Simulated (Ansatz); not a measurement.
# C3H4F2: small, medium and large basis sets

One table from this session's results is given with a row withheld; the runs are named, their logs left out.

Computed with Ansatz 0.2.0, Gaussian basis. Level: one geometry, several basis sets.

The runs, in order: PBE0-D4/def2-SVP; ωB97M-V/def2-SVP; PBE0-D4/def2-QZVPP; ωB97M-V/def2-QZVPP; the functionals' def2-TZVPP values are taken from earlier runs.

## The relaxed structure

All runs share one geometry, relaxed beforehand with PBE0-D4 in a triple-zeta def2 set.

SMILES `F/C=C\CF`, 9 atoms, charge 0, spin multiplicity 1.

Atoms are counted from 1 here; the program's logs count them from 0.

Bond lengths: F1–C2 1.336 Å, C2–C3 1.320 Å, C2–H6 1.084 Å, C3–C4 1.485 Å, C3–H7 1.084 Å, C4–F5 1.387 Å, C4–H8 1.095 Å, C4–H9 1.091 Å. Angles: F1–C2–C3 122.6°, F1–C2–H6 112.2°, C3–C2–H6 125.2°, C2–C3–C4 124.9°, C2–C3–H7 117.2°, C4–C3–H7 117.9°, C3–C4–F5 109.9°, C3–C4–H8 111.0°, C3–C4–H9 111.5°, F5–C4–H8 107.0°, F5–C4–H9 108.2°, H8–C4–H9 109.1°.

The first run:

Contents of in.yaml:

```yaml
crystal:
  periodic: [false, false, false]
  atoms:
    - {symbol: F, position_ang: [-1.771327, 0.696166, -0.764214]}
    - {symbol: C, position_ang: [-0.756827, -0.083772, -1.148784]}
    - {symbol: C, position_ang: [0.269876, -0.355359, -0.364290]}
    - {symbol: C, position_ang: [0.439527, 0.155223, 1.019396]}
    - {symbol: F, position_ang: [1.656575, 0.811370, 1.133742]}
    - {symbol: H, position_ang: [-0.888879, -0.458706, -2.156852]}
    - {symbol: H, position_ang: [1.042356, -1.001259, -0.765614]}
    - {symbol: H, position_ang: [0.449753, -0.666682, 1.742674]}
    - {symbol: H, position_ang: [-0.352552, 0.856817, 1.286942]}
basis:
  gaussian: {orbitals: def2-SVP}
hamiltonian: {xc: pbe0, dispersion: d4}
output: {orbitals: {seedname: orbitals}}
```

Among the steps run: PBE0-D4 in def2-SVP; ωB97M-V in def2-SVP; PBE0-D4 in def2-QZVPP; ωB97M-V in def2-QZVPP.

One of the session's tables, all rows but one given; the rest of the session is left out.

It belongs to the step «Density functionals: the series». 

| functional | basis | HOMO (eV) | LUMO (eV) |
| --- | --- | --- | --- |
| PBE0-D4 | def2-SVP | -7.78 | 0.09 |
| PBE0-D4 | def2-TZVPP | -7.88 | -0.13 |
| PBE0-D4 | def2-QZVPP | -7.91 | -0.21 |
| ωB97M-V | def2-SVP | ? | ? |
| ωB97M-V | def2-TZVPP | -10.15 | 2.03 |
| ωB97M-V | def2-QZVPP | -10.19 | 1.85 |

**Question.** Estimate the row for ωB97M-V, def2-SVP.

The run gave: HOMO (eV): -10.04; LUMO (eV): 2.36. In the column «HOMO (eV)» it lies between ωB97M-V, def2-TZVPP (-10.15) and PBE0-D4, def2-QZVPP (-7.91).
